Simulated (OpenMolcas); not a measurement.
**How basis sets differ on B2NH7 (mu-NH2-B2H5)**

B2NH7 has 10 atoms, charge 0, and is taken as a singlet. Geometry: relaxed at GFN2-xTB.

```
atom    x (Å)    y (Å)    z (Å)
   B   0.6100   0.7188  -0.4051
   N  -0.6897   0.3836   0.3705
   B  -0.0731  -1.0167   0.1170
   H   0.9977  -0.5556  -0.5376
   H   0.4115   1.1359  -1.4893
   H   1.4206   1.2612   0.2563
   H  -0.7396   0.6918   1.3307
   H  -1.5621   0.5862  -0.0959
   H   0.3175  -1.5378   1.0991
   H  -0.6928  -1.6675  -0.6455
```

Quantity: the HOMO–LUMO gap, in eV. The values are calculated.

```csv
level,kind,program,value (eV),CPU time
HF/ANO-RCC-MB (DKH2),Hartree–Fock,OpenMolcas,19.15,2.6 s
HF/STO-3G,Hartree–Fock,OpenMolcas,21.93,2.2 s
HF/3-21G,Hartree–Fock,OpenMolcas,18.03,2.1 s
HF/def2-SVP,Hartree–Fock,OpenMolcas,16.74,9.4 s
```

The values span 16.74 to 21.93 eV. A Hartree–Fock LUMO above zero doesn't converge with the basis: it sinks as sets grow more diffuse. Orbital gaps aren't excitation energies. CPU times are rough (shared hosts, several kinds of processor): they show what a rung costs within a factor of a few.
